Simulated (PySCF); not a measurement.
**Molecular orbitals of CH**

revPBE at R = 1.135 Å; PySCF, no relativity, basis sets H def2-SVP, C def2-SVP. State: ²Π (doublet), unpaired electrons π ↑. Only the outer orbitals are listed, counted within each symmetry.

```
spin  orbital  occ.  ε (eV)  on H (%)         main shells (%)
   α       2σ     1  -15.73        24          68 C s, 24 H s
   α       3σ     1   -7.40        21  50 C p, 29 C s, 21 H s
   α       1π     1   -5.71         1                  99 C p
   α       1π     0   -5.06         1                  99 C p
   α       4σ     0    1.76       107         106 H s, 10 C p
   α       5σ     0   10.16        -9                 103 C s
   β       2σ     1  -14.73        31          61 C s, 30 H s
   β       3σ     1   -6.89        18  48 C p, 34 C s, 18 H s
   β       1π     0   -4.49         1                  99 C p
   β       1π     0   -2.91         1                  99 C p
   β       4σ     0    1.99       105         104 H s, 10 C p
```

Task: Which are the highest filled and the lowest empty level, where do they sit, and how wide is the gap?

Result: Highest filled α 1π at -5.71 eV (in %: 99 C p); lowest empty α 1π at -5.06 eV (in %: 99 C p); the gap at revPBE is 0.65 eV. Both belong to one degenerate shell, split only by its one-sided filling, so this is no excitation gap.

* bond order (Mayer): 0.91
* ⟨S²⟩: 0.752
* charge on H (Mulliken, basis-dependent): 0.05
* charge on H (Löwdin, basis-dependent): -0.02
* dipole moment (positive dipole means H(−)C(+)): -1.45 D

Shares are Mulliken populations and can fall outside 0 to 100 %.

The state is the lowest determinant that a PBE0 search found; another state may lie lower at other levels.
